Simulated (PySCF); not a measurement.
Stepwise substitution at one centre (Al Cl-H). Isolated molecules, 0 K electronic values unless said otherwise. Strings in code marks are SMILES.

Method: ωB97X-D3(BJ)/def2-TZVP // PBE0-D3(BJ)/def2-TZVP in PySCF. Excitations are Tamm–Dancoff values on a coarser integration grid. The basis has no diffuse functions, so Rydberg states are missing or too high.

```csv
species,HOMO–LUMO gap (eV),T1 excitation (TDA) (eV),S1 oscillator strength
0 of 3 Cl replaced by H (`[Cl][Al]([Cl])[Cl]`),12.63,7.03,___
1 of 3 Cl replaced by H,12.29,6.43,0.019
2 of 3 Cl replaced by H (`[AlH2][Cl]`),11.31,5.40,___
3 of 3 Cl replaced by H (`[AlH3]`),11.24,–,–
```

Some entries are withheld; supply them.


- 0 of 3 Cl replaced by H (`[Cl][Al]([Cl])[Cl]`), S1 oscillator strength: 0.000
- 2 of 3 Cl replaced by H (`[AlH2][Cl]`), S1 oscillator strength: 0.000
